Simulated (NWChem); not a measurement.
System: difluoromethane (CH2F2); SMILES FCF

Here is an NWChem input.

```
start job
memory heap 200 mb stack 900 mb global 1100 mb
geometry units angstroms noautosym nocenter noautoz
  F      1.097610     0.000000    -0.288676
  C      0.000000     0.000000     0.499574
  F     -1.097610     0.000000    -0.288676
  H      0.000000     0.911829     1.103085
  H      0.000000    -0.911829     1.103085
end
basis spherical
  F library def2-svp
  C library def2-svp
  H library def2-svp
end
dft
  xc b3lyp
  iterations 150
  mulliken
end
task dft energy
esp
  recalculate
  probe 0.07
  range 0.3
  factor 1.0
  spacing 0.02
end
task esp
```

Excerpt of the output:

```
             Northwest Computational Chemistry Package (NWChem) 7.3.0
             --------------------------------------------------------

                             Geometry "geometry" -> ""
                             -------------------------

 Output coordinates in angstroms (scale by  1.889725989 to convert to a.u.)

  No.       Tag          Charge          X              Y              Z
 ---- ---------------- ---------- -------------- -------------- --------------
    1 F                    9.0000     1.09761000     0.00000000    -0.28867600
    2 C                    6.0000     0.00000000     0.00000000     0.49957400
    3 F                    9.0000    -1.09761000     0.00000000    -0.28867600
    4 H                    1.0000     0.00000000     0.91182900     1.10308500
    5 H                    1.0000     0.00000000    -0.91182900     1.10308500

 Effective nuclear repulsion energy (a.u.)      77.4731869342

                                 NWChem DFT Module
                                 -----------------

 Summary of "ao basis" -> "ao basis" (spherical)
 ------------------------------------------------------------------------------
       Tag                 Description            Shells   Functions and Types
 ---------------- ------------------------------  ------  ---------------------
 F                          def2-svp                 6       14   3s2p1d
 C                          def2-svp                 6       14   3s2p1d
 H                          def2-svp                 3        5   2s1p

            General Information
            -------------------
          SCF calculation type: DFT
          Wavefunction type:  closed shell.
          No. of atoms     :     5
          No. of electrons :    26
           Alpha electrons :    13
            Beta electrons :    13
          Charge           :     0
          Spin multiplicity:     1
          Use of symmetry is: off; symmetry adaption is: off
          Maximum number of iterations: 150
          AO basis - number of functions:    52
                     number of shells:    24
          Convergence on energy requested:  1.00D-06
          Convergence on density requested:  1.00D-05
          Convergence on gradient requested:  5.00D-04

              XC Information
              --------------
                         B3LYP Method XC Potential
                     Hartree-Fock (Exact) Exchange  0.200
                        Slater Exchange Functional  0.800 local
                    Becke 1988 Exchange Functional  0.720 non-local
              Lee-Yang-Parr Correlation Functional  0.810
                  VWN I RPA Correlation Functional  0.190 local

             Grid Information
             ----------------
          Grid used for XC integration:  medium
          Radial quadrature: Mura-Knowles
          Angular quadrature: Lebedev.
          Tag              B.-S. Rad. Rad. Pts. Rad. Cut. Ang. Pts.
          ---              ---------- --------- --------- ---------
          F                   0.50       49           7.0       434
          C                   0.70       49           6.0       434
          H                   0.35       45           7.0       434
          Grid pruning is: on
          Number of quadrature shells:   237
          Spatial weights used:  Erf1

      Superposition of Atomic Density Guess
      -------------------------------------

 Sum of atomic energies:        -237.20839128

      Non-variational initial energy
      ------------------------------

 Total energy =    -238.055974
 1-e energy   =    -483.374115
 2-e energy   =     167.844954
 HOMO         =      -0.391812
 LUMO         =       0.162209

     ---------------------------------------------
      Total Density - Mulliken Population Analysis
     ---------------------------------------------

    Atom       Charge   Shell Charges
 -----------   ------   -------------------------------------------------------
    1 F    9     9.44   1.99  1.14  0.77  3.46  2.07  0.00
    2 C    6     5.15   1.99  0.87  0.21  1.48  0.50  0.09
    3 F    9     9.44   1.99  1.14  0.77  3.46  2.07  0.00
    4 H    1     0.99   0.73  0.24  0.02
    5 H    1     0.99   0.73  0.24  0.02

[...]

                     NWChem Electrostatic Potential Fit Module
                     -----------------------------------------

 Atom parameters

 Number of atoms is                                    5
 Number of basis functions is                         52

 Grid parameters

 Maximum number of grid points is                  25752
 Number of grid points is                          25751
 Grid range                                     0.300000 nm
 Grid spacing                                   0.020000 nm
 Probe radius                                   0.070000 nm
 Atom radius factor                             1.000000

 Atomic radii

    1    0.100000
    6    0.147000
    9    0.128000
 FASTESP  F
  using M.O. file = ./job.movecs

    Atom              Coordinates                           Charge

                                                  ESP

    1 F     0.109761    0.000000   -0.028868   -0.259376
    2 C     0.000000    0.000000    0.049957    0.535405
    3 F    -0.109761    0.000000   -0.028868   -0.259410
    4 H     0.000000    0.091183    0.110309   -0.008532
    5 H     0.000000   -0.091183    0.110309   -0.008087
                                            ------------
                                                0.000000

 Dipole moment                                  0.753818

 Quadrupole moment Qxx                         -4.303145
                   Qyy                          2.244642
                   Qzz                          2.058503

 RMS deviation kJ/mol                           0.055713

 RRMS %                                        20.295960
```

Level: B3LYP/def2-SVP. Geometry: optimised at PBE0-D3(BJ)/def2-TZVP.
